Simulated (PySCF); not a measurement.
# Atomic charges against the basis set

BClH5N.
Bonds: N1–B2, B2–Cl3. Hydrogens: H4, H5, H6 on N1; H7, H8 on B2.

PBE0 throughout (PySCF), one geometry, spherical d and f functions. Isolated species at its PBE0-D3(BJ)/def2-SVP geometry, gas phase. Atoms taken as equivalent share a column and are averaged.

Mulliken charges (e):

| basis | functions | N1 | B2 | Cl3 | H4/H5/H6 | H7/H8 |
| --- | --- | --- | --- | --- | --- | --- |
| STO-3G | 24 | -0.411 | +0.101 | -0.361 | +0.275 | -0.076 |
| 6-31G | 41 | -0.853 | +0.015 | -0.270 | +0.386 | -0.025 |
| pcSseg-0 | 41 | -0.809 | +0.037 | -0.386 | +0.370 | +0.024 |
| 6-31G* | 56 | -0.851 | -0.007 | -0.302 | +0.401 | -0.021 |
| cc-pVDZ | 71 | +0.077 | -0.113 | -0.287 | +0.142 | -0.051 |
| def2-SVP | 71 | -0.020 | -0.047 | -0.285 | +0.163 | -0.068 |
| aug-cc-pVDZ | 118 | -0.011 | -0.897 | -0.457 | +0.078 | +0.565 |
| 6-311+G(2d,p) | 119 | -0.574 | -0.004 | -0.337 | +0.315 | -0.016 |
| def2-TZVP | 129 | -0.403 | -0.112 | -0.309 | +0.288 | -0.020 |
| IGLO-III | 164 | -0.550 | +0.046 | -0.238 | +0.303 | -0.084 |
| cc-pVTZ | 164 | 0.000 | -0.162 | -0.307 | +0.167 | -0.016 |

IAO charges (e):

```tsv
basis	functions	N1	B2	Cl3	H4/H5/H6	H7/H8
STO-3G	24	-0.372	-0.188	-0.236	+0.281	-0.023
6-31G	41	-0.452	-0.191	-0.259	+0.308	-0.012
pcSseg-0	41	-0.424	-0.198	-0.250	+0.301	-0.016
6-31G*	56	-0.434	-0.168	-0.259	+0.301	-0.021
cc-pVDZ	71	-0.424	-0.180	-0.255	+0.299	-0.019
def2-SVP	71	-0.415	-0.177	-0.246	+0.297	-0.026
aug-cc-pVDZ	118	-0.441	-0.179	-0.262	+0.305	-0.017
6-311+G(2d,p)	119	-0.446	-0.181	-0.260	+0.307	-0.016
def2-TZVP	129	-0.447	-0.178	-0.258	+0.306	-0.018
IGLO-III	164	-0.448	-0.181	-0.253	+0.306	-0.018
cc-pVTZ	164	-0.446	-0.178	-0.259	+0.307	-0.018
```

Hirshfeld charges (e):

```json
{"basis": "STO-3G", "functions": "24", "N1": "+0.024", "B2": "+0.060", "Cl3": "-0.344", "H4/H5/H6": "+0.157", "H7/H8": "-0.106"}
{"basis": "6-31G", "functions": "41", "N1": "-0.047", "B2": "-0.015", "Cl3": "-0.247", "H4/H5/H6": "+0.167", "H7/H8": "-0.096"}
{"basis": "pcSseg-0", "functions": "41", "N1": "-0.049", "B2": "-0.020", "Cl3": "-0.224", "H4/H5/H6": "+0.167", "H7/H8": "-0.105"}
{"basis": "6-31G*", "functions": "56", "N1": "-0.048", "B2": "-0.014", "Cl3": "-0.248", "H4/H5/H6": "+0.167", "H7/H8": "-0.095"}
{"basis": "cc-pVDZ", "functions": "71", "N1": "-0.069", "B2": "-0.019", "Cl3": "-0.221", "H4/H5/H6": "+0.170", "H7/H8": "-0.100"}
{"basis": "def2-SVP", "functions": "71", "N1": "-0.072", "B2": "-0.027", "Cl3": "-0.205", "H4/H5/H6": "+0.170", "H7/H8": "-0.104"}
{"basis": "aug-cc-pVDZ", "functions": "118", "N1": "-0.101", "B2": "-0.014", "Cl3": "-0.204", "H4/H5/H6": "+0.168", "H7/H8": "-0.092"}
{"basis": "6-311+G(2d,p)", "functions": "119", "N1": "-0.094", "B2": "-0.012", "Cl3": "-0.209", "H4/H5/H6": "+0.168", "H7/H8": "-0.094"}
{"basis": "def2-TZVP", "functions": "129", "N1": "-0.094", "B2": "-0.015", "Cl3": "-0.209", "H4/H5/H6": "+0.169", "H7/H8": "-0.095"}
{"basis": "IGLO-III", "functions": "164", "N1": "-0.104", "B2": "-0.019", "Cl3": "-0.190", "H4/H5/H6": "+0.168", "H7/H8": "-0.096"}
{"basis": "cc-pVTZ", "functions": "164", "N1": "-0.093", "B2": "-0.015", "Cl3": "-0.212", "H4/H5/H6": "+0.170", "H7/H8": "-0.095"}
```

Some averages cover members that differ in this geometry, most widely: H4/H5/H6, Mulliken in aug-cc-pVDZ +0.043 to +0.096; H4/H5/H6, Mulliken in IGLO-III +0.281 to +0.315 e.

Question: Which scheme is steadiest as the basis changes?

Answer: Largest range over the bases for any column: IAO 0.08 e, Hirshfeld 0.15 e, Mulliken 1.00 e. IAO charges move least and Mulliken charges most, counted in e. Without the minimal STO-3G basis the ranges are IAO 0.04, Hirshfeld 0.06, Mulliken 0.94 e.

Question: What do the same runs give for the total energy, the frontier levels and the dipole moment?

Answer: 
| basis | energy (Eh) | HOMO (eV) | LUMO (eV) | μ (D) |
| --- | --- | --- | --- | --- |
| STO-3G | -536.5912 | -4.65 | 7.36 | 7.10 |
| 6-31G | -542.5549 | -7.02 | 0.80 | 6.86 |
| pcSseg-0 | -541.8994 | -7.03 | 0.45 | 6.87 |
| 6-31G* | -542.5856 | -7.03 | 0.94 | 6.49 |
| cc-pVDZ | -542.6193 | -7.01 | 0.45 | 6.33 |
| def2-SVP | -542.4066 | -6.91 | 0.46 | 6.27 |
| aug-cc-pVDZ | -542.6310 | -7.26 | -0.92 | 6.03 |
| 6-311+G(2d,p) | -542.6526 | -7.26 | -0.74 | 6.11 |
| def2-TZVP | -542.6576 | -7.20 | -0.15 | 6.10 |
| IGLO-III | -542.6581 | -7.16 | -0.36 | 5.94 |
| cc-pVTZ | -542.6648 | -7.20 | -0.05 | 6.11 |

The dipole is fixed by the density alone, so its range of 1.16 D shows that the density itself changes with the basis, not only its division among atoms.
